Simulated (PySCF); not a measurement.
Isomers of C5H3N, one conformer each; single-point electronic energies without zero-point terms and without any empirical dispersion term.

Level: wB97X-D/pcSseg-2 in PySCF, non-relativistic, each on one gas-phase PBE0-D3(BJ)/def2-TZVP geometry that isn't relaxed in the solvent. The solvent is an IEF-PCM continuum (cavity from Bondi-type radii × 1.2). Specific hydrogen bonds and non-electrostatic terms are outside this model.

```
                                   isomer  relative energy, gas (kcal/mol)  dipole (D)
         vinylcyanoacetylene, `C=CC#CC#N`                              0.0        5.19
     t-cyanovinylacetylene, `C#C/C=C/C#N`                              1.1        4.17
(Z)-pent-2-en-4-ynenitrile, `C#C/C=C\C#N`                              1.5        3.85
```

**Question.** How do the relative energies look in chloroform (ε = 4.711)?

**Answer.** 
```json
{"isomer": "vinylcyanoacetylene, `C=CC#CC#N`", "relative energy, solvent (kcal/mol)": "0.1", "E(solvent) − E(gas) (kcal/mol)": "-4.0", "dipole in solvent (D)": "6.57"}
{"isomer": "t-cyanovinylacetylene, `C#C/C=C/C#N`", "relative energy, solvent (kcal/mol)": "0.0", "E(solvent) − E(gas) (kcal/mol)": "-5.2", "dipole in solvent (D)": "5.09"}
{"isomer": "(Z)-pent-2-en-4-ynenitrile, `C#C/C=C\\C#N`", "relative energy, solvent (kcal/mol)": "0.0", "E(solvent) − E(gas) (kcal/mol)": "-5.5", "dipole in solvent (D)": "4.78"}
```

t-cyanovinylacetylene, `C#C/C=C/C#N` becomes the lowest. (Z)-pent-2-en-4-ynenitrile, `C#C/C=C\C#N` gains most from the continuum, while vinylcyanoacetylene, `C=CC#CC#N` has the largest gas-phase dipole. The gains span 1.5 kcal/mol, the gas-phase energies 1.5 kcal/mol.
